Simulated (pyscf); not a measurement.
Cl–SiH(Cl)–Cl + H₂O → HO–Si(Cl)(Cl)–Cl + H₂, a four-centre exchange (singlet surface; H–Si, H–O broken, O–Si, H–H formed). Single points on ωB97X-D3(BJ)/def2-SVP structures (PySCF, gas phase). Energies in eV from the separated reactants.

Small-basis levels: PySCF, no dispersion term, spherical d functions. 

Q: In single points BP86/6-31G* puts the saddle at 1.29 eV and the reaction energy at -1.00 eV. Should these be trusted to within a few kcal/mol? Compare with ωB97M-D3(BJ)/def2-TZVP.

A: ωB97M-D3(BJ)/def2-TZVP gives ΔE‡ = 1.47 eV and ΔE = -0.92 eV. BP86/6-31G* lies 0.18 eV under it in the barrier and 0.07 eV under it in the reaction energy, so on this step it does not hold to within 0.13 eV. ωB97M-D3(BJ)/def2-TZVP has limits of its own. On the reactant side the descent ends in a complex (not fully relaxed), 0.18 eV under the separated species and 1.66 eV under the saddle at ωB97X-D3(BJ)/def2-TZVP. One saddle was located; it need not be the lowest between these sides.
